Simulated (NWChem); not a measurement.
H$_{3}$Si

```xyz
4

Si    -0.0007     0.0806     0.0000
H      1.4245    -0.3645     0.0000
H     -0.7077    -0.3818     1.2310
H     -0.7077    -0.3818    -1.2310
```
Charge 0, spin multiplicity 2.

Everything below was run with NWChem. All single points use one geometry, from UB3LYP/def2-SVP, a minimum by its harmonic frequencies.

The structure started from a generated list of species. The unpaired electrons of the parent sit in orbitals of symmetry a' (Cs labels of the run); other states weren't searched. The stability of the SCF solutions was not checked.

Worked example. At PBE0/def2-TZVP the molecule has a total energy of -291.10868 Ha and the free atoms (multiplicities Si 3, H 2) Si -289.24944, H -0.50104 Ha. The electronic atomisation energy is the atoms' sum less the molecule's energy.

1·(-289.24944) + 3·(-0.50104) = -290.75256 Ha for the atoms; less the molecule's energy this leaves 0.35612 Ha, or 223.5 kcal/mol (935 kJ/mol), without zero-point, thermal or spin-orbit terms.
